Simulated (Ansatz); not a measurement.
Si2H6⁻, that is Si(SiH3)H3 with one electron more. Charge -1, multiplicity 2. Geometry PBE-D4/def2-TZVP, that of the neutral singlet; atoms count from 1.

| atom | x (Å) | y (Å) | z (Å) |
| --- | --- | --- | --- |
| Si1 | 0.236 | -0.324 | -1.102 |
| Si2 | -0.236 | 0.324 | 1.102 |
| H3 | 1.033 | 0.528 | 1.868 |
| H4 | -1.045 | -0.728 | 1.792 |
| H5 | -1.011 | 1.605 | 1.113 |
| H6 | 1.033 | -1.591 | -1.112 |
| H7 | 1.023 | 0.740 | -1.800 |
| H8 | -1.034 | -0.554 | -1.860 |

The highest occupied level of the charge -1 doublet lies above zero (up to 2.02 eV). By energy differences it is unbound by 0.99 eV (vertical, against the charge 0 singlet, at PBE0-D4/def2-TZVPD) and held by the finite basis.

**Question.** Estimate the Mulliken populations from the PBE0/def2-TZVPD orbitals of Ansatz.

**Answer.** 
| atom | charge (e) | spin (α − β) |
| --- | --- | --- |
| Si1 | -0.27 | 0.21 |
| Si2 | -0.27 | 0.21 |
| H3 | -0.08 | 0.10 |
| H4 | -0.08 | 0.10 |
| H5 | -0.08 | 0.10 |
| H6 | -0.08 | 0.10 |
| H7 | -0.08 | 0.10 |
| H8 | -0.08 | 0.10 |
Mulliken values depend strongly on the basis. With diffuse functions, as here, like atoms can get unlike values, and bond orders can come out too low or too high.

**Question.** Where does the spin sit?

**Answer.** Summed by element: Si 0.41, H 0.59, of 1 unpaired in all. Largest on single atoms: Si1 0.21, Si2 0.21, H4 0.10.

**Question.** And the Mayer bond orders between heavy atoms (over 0.3)?

**Answer.** Si1–Si2 1.92 (2.35 Å).
